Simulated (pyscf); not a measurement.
This saddle point was located with ωB97X-D3(BJ)/def2-SVP in PySCF.

```
N
H 1 1.0243
H 1 1.0243 2 105.66
Si 1 1.8456 2 111.34 3 127.04
F 4 1.6534 1 96.87 2 -81.29
H 4 1.4783 5 101.37 1 115.30
H 4 1.4811 6 123.70 5 -111.95
Si 1 1.9903 2 110.02 3 -127.56
H 8 1.4905 1 103.73 2 171.63
H 8 1.5080 9 113.64 1 -162.85
H 8 1.5224 9 104.76 10 -105.71
H 8 1.6601 9 93.97 11 -166.46
```

Surface: singlet, charge 0. Lowest wavenumbers (cm⁻¹): 354i, 94, 206, 256, 345.

Task: What reaction is this the transition state of?

Result: H₂N–SiH₂–F (SMILES N[SiH2]F) + SiH₄ (SMILES [SiH4]) <-> H₂N–SiH₃ (SMILES N[SiH3]) + F–SiH₃ (SMILES F[SiH3]), a four-centre exchange read from left to right: N–Si, H–Si broken and N–Si, H–Si formed. At ωB97M-D3(BJ)/def2-TZVP it lies +26.4 kcal/mol from the left side and +18.2 kcal/mol from the right (each side as separated species at their lowest minima found). On the product side the descent ends in a complex (not fully relaxed), 4.0 kcal/mol under the separated species and 19.8 kcal/mol under the saddle at ωB97X-D3(BJ)/def2-TZVP. At ωB97X-D3(BJ) the barrier from the zero used here is 23.7 kcal/mol. This is the saddle that the search found; another between the same sides may lie lower.
